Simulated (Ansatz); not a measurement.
Level of theory: frozen-core CCSD(T)/cc-pVTZ // B3LYP-D3(BJ)/def2-TZVP (Ansatz, a quantum-chemistry and plane-wave program).

Ansatz 0.2 input:
```yaml
crystal:
  periodic: [false, false, false]
  atoms:
    - { symbol: C, position_ang: [-0.360767, 0.030789, -0.018338] }
    - { symbol: O, position_ang: [0.911003, -0.586476, -0.158119] }
    - { symbol: H, position_ang: [-0.589257, 0.277513, 1.024739] }
    - { symbol: H, position_ang: [-0.448918, 0.939988, -0.623878] }
    - { symbol: H, position_ang: [-1.100014, -0.687735, -0.369997] }
    - { symbol: H, position_ang: [1.587953, 0.025922, 0.145593] }
basis:
  gaussian: { orbitals: cc-pVTZ }
correlation:
  method: ccsd_t
```

Output:

```
Functional definition: HF
659 factors; integrals over basis functions are off by at most 9.5e-4 eV
mean field evaluation 1: about -3130.0700 eV, gradient 2.9e1 eV
mean field evaluation 2: about -3130.0708 eV, gradient 2.9e1 eV
mean field evaluation 4: about -3131.7143 eV, gradient 2.6e0 eV
mean field evaluation 8: about -3131.7333 eV, gradient 8.8e-5 eV
mean field evaluation 16: about -3131.7323 eV, gradient 5.5e-1 eV
mean field -3131.73330793 eV, -115.0890763013 hartree, gradient 1.2e-6 eV, S^2 0.000000; 0 other end points of the search recorded, 0 dependent functions left out
2 core orbitals not correlated
reference -3131.73330793 eV, -115.0890763013 hartree; 7, 7 occupied and 107, 107 virtual orbitals, 659 factors
second order -11.65437666 eV of doubles, -0.00000000 eV of singles
cycle   1  -11.85283004 eV  change   -2.0e-1 eV  update   6.0e-2
cycle   2  -12.11708387 eV  change   -2.6e-1 eV  update   1.7e-2
cycle   3  -12.16186016 eV  change   -4.5e-2 eV  update   6.9e-3
cycle   4  -12.15876612 eV  change    3.1e-3 eV  update   1.4e-3
cycle   5  -12.15944985 eV  change   -6.8e-4 eV  update   5.4e-4
cycle   6  -12.15966306 eV  change   -2.1e-4 eV  update   1.6e-4
cycle   7  -12.15958666 eV  change    7.6e-5 eV  update   6.0e-5
cycle   8  -12.15958657 eV  change    9.1e-8 eV  update   2.2e-5
cycle   9  -12.15958630 eV  change    2.7e-7 eV  update   5.8e-6
perturbative correction -0.40243107 eV, -0.0147890689 hartree
Total energy: -3144.29532529 eV, -115.5507219245 hartree
```

Cost: about 10 core-seconds (a rough figure).
